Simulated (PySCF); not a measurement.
Q: Give a GFN2-xTB geometry of `C=CC(=O)C=C`.

A: 
```
atom  x, y, z in Å
C1    -2.3913    0.4877    0.1893
C2    -1.2533    0.0988    0.7507
C3     0.0206    0.1066   -0.0055
O4     0.0891    0.4641   -1.1648
C5     1.2048   -0.3538    0.7562
C6     2.4083   -0.3994    0.1988
H7    -3.3298    0.4913    0.7176
H8    -2.3996    0.8180   -0.8375
H9    -1.2137   -0.2370    1.7774
H10    1.0444   -0.6499    1.7831
H11    3.2846   -0.7297    0.7302
H12    2.5371   -0.0975   -0.8285
```

Orientation and origin are arbitrary. Atoms count from 1 in this order. Of the pairs four or more bonds apart, O4···H12 is among the closest relative to their van der Waals radii: 2.53 Å, 93 % of the sum of Bondi's values. The 4 C–C bonds span 1.327 Å (C5=C6, drawn double) to 1.482 Å (C2–C3, drawn single), a spread of 0.155 Å. The 6 heavy atoms lie in one plane (0.001 Å rms).

Bonds between heavy atoms (Å): C1=C2 1.327, C2–C3 1.482, C3=O4 1.215, C3–C5 1.481, C5=C6 1.327.

Structure optimised with GFN2-xTB, isolated species.

Point group: C2v (tolerance 0.08 Å). Whether it is a minimum is left open (no frequencies). The numbers are those of one conformer (C1–C2–C3–O4 0°, C2–C3–C5–C6 180°).

All values are computed, not measured.
